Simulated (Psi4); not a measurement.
**B2PLYP/def2-TZVPPD (density fitting for correlation) run of SiO (SMILES O=[Si])**

What is the vertical singlet–triplet gap of SiO at B2PLYP/def2-TZVPPD (density fitting for correlation)? 

Program for the calculation: Psi4 1.11.

2 further runs of the same task are left out: 2 set aside as unsound or not needed.

## 1. Starting point

The species is SiO (2 atoms), meant as a singlet with charge 0. As SMILES, `O=[Si]`. Geometry: relaxed at PBE0-D4/def2-TZVP.

Bond lengths: O1–Si2 1.509 Å.

## 2. A single-point energy at B2PLYP/def2-TZVPPD (density fitting for correlation)

job.in

```
memory 1.6 GB

molecule {
  0 1
  O
  Si 1 1.508728
  units angstrom
  symmetry c1
}

set basis def2-TZVPPD
set puream true
set e_convergence 1e-09
set d_convergence 1e-08
set scf_type pk
set dft_radial_points 99
set dft_spherical_points 590
set num_frozen_docc 6

energy('b2plyp')
```

Command:

```console
$ psi4 -n 1 job.in job.out
```

job.out:

```text
[...]
  Running in c1 symmetry.
[...]
  Nuclear repulsion =   39.283321841339195
[...]
  Multiplicity = 1
[...]
  Nalpha       = 11
  Nbeta        = 11
[...]
    Number of basis functions: 88
[...]
   @RKS iter   1:  -364.25520291125190   -5.06325e-01   8.89740e-03 DIIS/ADIIS
[...]
   @RKS iter  11:  -364.49492188660565   -1.59162e-12   1.33221e-09 DIIS
[...]
    Orbital Energies [Eh]
    ---------------------
    Doubly Occupied:
       1A    -67.266968     2A    -19.707837     3A     -5.665813
       4A     -3.918725     5A     -3.918725     6A     -3.914554
       7A     -1.076539     8A     -0.510009     9A     -0.393705
      10A     -0.393705    11A     -0.368303
[...]
  @RKS Final Energy:  -364.49492188660565
   => Energetics <=
    Nuclear Repulsion Energy =             39.2833218413391947
    One-Electron Energy =                -583.2032929688273271
    Two-Electron Energy =                 193.5015330433961935
    DFT Exchange-Correlation Energy =     -14.0764838025137493
    Empirical Dispersion Energy =           0.0000000000000000
    VV10 Nonlocal Energy =                  0.0000000000000000
    Total Energy =                       -364.4949218866056526
[...]
 Multipole Moments:
 ------------------------------------------------------------------------------------
     Multipole            Electronic (a.u.)      Nuclear  (a.u.)        Total (a.u.)
 ------------------------------------------------------------------------------------
 L = 1.  Multiply by 2.5417464519 to convert [e a0] to [Debye]
 Dipole X            :         -0.0000000            0.0000000           -0.0000000
 Dipole Y            :          0.0000000            0.0000000            0.0000000
 Dipole Z            :          1.3518663            0.0073522            1.3592185
 Magnitude           :                                                    1.3592185
[...]
```

It took 4.2 s on 1 thread of Intel Xeon 6975P-C (Granite Rapids), shared host; peak memory 0.59 GiB.

## 3. The triplet at the same level

calc.dat

```
memory 1.6 GB

molecule mol {
  0 3
  O     -1.21074753     0.43747160    -0.61227126
  Si     1.21074753    -0.43747160     0.61227126
  units au
  symmetry c1
  no_reorient
  no_com
}

set globals {
  reference            uks
  puream               true
  e_convergence        1e-09
  d_convergence        1e-08
  scf_type             pk
  dft_radial_points    99
  dft_spherical_points 590
  num_frozen_docc      6
  maxiter              200
}

energy_value = energy("b2plyp/def2-TZVPPD")
```

Command:

```console
$ psi4 -n 1 calc.dat calc.out
```

calc.out:

```text
[...]
  Running in c1 symmetry.
[...]
  Nuclear repulsion =   39.283332356482084
[...]
  Multiplicity = 3
[...]
  Nalpha       = 12
  Nbeta        = 10
[...]
    Number of basis functions: 88
[...]
   @UKS iter   1:  -364.08311799140273   -3.34238e-01   9.00713e-03 DIIS/ADIIS
[...]
   @UKS iter  15:  -364.34973852053469   -3.97904e-13   8.44426e-10 DIIS
[...]
   @S^2 Observed:                2.016374529E+00
[...]
    Orbital Energies [Eh]
    ---------------------
    Alpha Occupied:
       1A    -67.299334     2A    -19.751793     3A     -5.695964
       4A     -3.951036     5A     -3.949920     6A     -3.948336
       7A     -1.136060     8A     -0.577445     9A     -0.455117
      10A     -0.441924    11A     -0.432661    12A     -0.216963
    Alpha Virtual:
      13A     -0.056172    14A      0.029747    15A      0.040431
      16A      0.101682    17A      0.105516    18A      0.107385
      19A      0.108398    20A      0.110471    21A      0.142468
      22A      0.146807    23A      0.189715    24A      0.257262
      25A      0.293101    26A      0.299385    27A      0.304517
[...]
  @UKS Final Energy:  -364.34973852053469
   => Energetics <=
    Nuclear Repulsion Energy =             39.2833323564820844
    One-Electron Energy =                -582.4577689531898841
    Two-Electron Energy =                 192.8963658098169844
    DFT Exchange-Correlation Energy =     -14.0716677336438920
    Empirical Dispersion Energy =           0.0000000000000000
    VV10 Nonlocal Energy =                  0.0000000000000000
    Total Energy =                       -364.3497385205346859
[...]
 Multipole Moments:
 ------------------------------------------------------------------------------------
     Multipole            Electronic (a.u.)      Nuclear  (a.u.)        Total (a.u.)
 ------------------------------------------------------------------------------------
 L = 1.  Multiply by 2.5417464519 to convert [e a0] to [Debye]
 Dipole X            :         -6.3594583            7.2644852            0.9050269
 Dipole Y            :          2.2978221           -2.6248296           -0.3270075
 Dipole Z            :         -3.2159583            3.6736276            0.4576693
 Magnitude           :                                                    1.0655838
[...]
```

Wall time 7.2 s (1 thread of Intel Xeon 6975P-C (Granite Rapids), shared host); peak memory 0.59 GiB.

## 4. What came out

At B2PLYP/def2-TZVPPD (density fitting for correlation), 6 core orbitals frozen:

```
                                                         quantity          value
                                            singlet: total energy  -364.60961 Eh
                       singlet: HOMO energy (SCF part's orbitals)      -10.02 eV
                       singlet: LUMO energy (SCF part's orbitals)       -0.90 eV
                     singlet: HOMO–LUMO gap (SCF part's orbitals)        9.12 eV
                                            triplet: total energy  -364.45542 Eh
triplet: HOMO energy (SCF part's orbitals) (highest over α and β)       -5.90 eV
 triplet: LUMO energy (SCF part's orbitals) (lowest over α and β)       -4.66 eV
                                                    triplet: ⟨S²⟩          2.016
                 vertical energy of the triplet above the singlet       4.196 eV
```

What this shows: At this shape the triplet lies 4.20 eV (405 kJ/mol) above the singlet.
